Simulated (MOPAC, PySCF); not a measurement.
C3H4, SMILES `C#CC`, neutral singlet in the gas phase. 

Cartesian coordinates (Å):
```xyz
7

C      1.6988     0.0117     0.0662
C      0.4998     0.0035     0.0195
C     -0.9487    -0.0065    -0.0370
H      2.7619     0.0191     0.1077
H     -1.3777     0.1724     0.9516
H     -1.3172    -0.9700    -0.3966
H     -1.3169     0.7700    -0.7115
```
Charge 0, multiplicity 1.

All levels are single points at this geometry (PBE0-D3(BJ)/def2-TZVP); Pople sets use spherical d functions. Orbital energies aren't observables, and empty levels follow the basis.

```csv
level,HOMO (eV),LUMO (eV),gap (eV),dipole (D),"vertical IE, Delta-SCF (eV)"
PBE-D3(BJ)/def2-TZVP in PySCF,-6.48,0.27,6.76,0.86,–
PBE0-D3(BJ)/def2-TZVP in PySCF,-7.72,1.31,9.03,0.84,–
B3LYP/3-21G in PySCF,-7.26,1.85,9.11,0.72,–
M06-2X/6-31G* in PySCF,-8.68,2.97,11.65,0.67,–
PBE/6-31G* in PySCF,-6.06,0.89,6.95,0.73,10.03
PM6 in MOPAC,-10.78,1.94,12.72,1.08,–
```
